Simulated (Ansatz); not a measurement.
**How far each method lies from full CI for AlH2, doublet**

Geometry: that of the AlH2⁻, singlet, kept fixed.

```yaml
atoms:
  - { symbol: Al, position_ang: [0.0000, -0.0810, 0.0000] }
  - { symbol: H, position_ang: [0.0000, 1.0848, -1.2329] }
  - { symbol: H, position_ang: [0.0000, 1.0848, 1.2329] }
```

Basis aug-cc-pVDZ; Ansatz 0.2.0. Only valence electrons are correlated (noble-gas cores frozen), which leaves 5 electrons in 40 orbitals. Prefix R: restricted or restricted open-shell reference; prefix U: unrestricted. Active spaces: valence = (5e, 6o) chosen from the atoms' valence shells.

Full CI is exact within this basis and frozen core; it isn't the basis-set limit. The frozen core follows each run's orbitals, which can shift R against U totals by a few meV.

For open shells CISD and CISDTQ are restricted-active-space CI with the open shells as a complete middle space.

The UHF ⟨S²⟩ is 0.758 and the T1 diagnostic (RCCSD) is 0.0254. The largest doubles amplitude (RCCSD) is 0.030. The T1 diagnostic (UCCSD) is 0.0180.

```csv
level,E − E(RHF) (eV)
UHF,-0.0357
RMP2,-1.6507
UMP2,-1.6583
RCCSD,-2.2344
UCCSD,-2.2362
RCCSD(T),-2.2757
UCCSD(T),-2.2762
```

Task: Estimate how far full CI in aug-cc-pVDZ lies from RCCSD(T). The table doesn't fix it; the size of (T) and the diagnostics are the guide.

Result: Full CI in aug-cc-pVDZ lies 18 meV below RCCSD(T), which is 43 % of the (T) step (-41 meV). The diagnostics give no warning, yet the rest is a sizeable part of (T).

The other levels:

| level | E − E(full CI) (meV) | share of correlation (%) | wall time |
| --- | --- | --- | --- |
| CISD | 116 | 94.95 | 0.69 s |
| BCCD(T) | 17 | 99.24 | 1.7 s |
| RCCSDT | 1 | 99.97 | – |
| UCCSDT | 0 | 99.98 | – |
| CISDTQ | 1 | 99.95 | 25 s (H100) |
| RCCSDT(Q) | 0 | 100.00 | 13 s |
| UCCSDT(Q) | 0 | 100.01 | 13 s |
| RCCSDTQ | 0 | 100.00 | 23 s (H100) |
| UCCSDTQ | 0 | 100.02 | 23 s (H100) |
| CASSCF (valence space) | 1299 | 43.34 | – |
| NEVPT2 (valence space) | 458 | 80.02 | 0.91 s |
| NEVPT4(SD) (valence space) | 78 | 96.61 | 1.4 s |
| MRCISD (valence space) | 39 | 98.30 | – |
| MRCISD+Q (valence space) | -6 | 100.28 | 1.1 s |

The correlation energy at full CI, counted from RHF, is -2.293 eV. That run took 32 s on 2 threads of AMD EPYC 7R13 with a shared H100 80 GB, shared host over 1,948,494 determinants.

Times hold each run's SCF and search for its determinant on a shared host, so for small cases they say little of a method's own cost; rows without a card ran on 1 thread of AMD EPYC 7R13.

More than 5 meV below full CI, which no variational method can be: MRCISD+Q (valence space).

The full-CI state has the irrep A1 of C2v, in the program's axes.

Natural occupations of full CI about the gap: 1.944 1.932 0.991 0.030 0.027 0.019 0.012 0.009 0.008 0.007; effectively unpaired electrons, Σ n²(2−n)², 1.04.
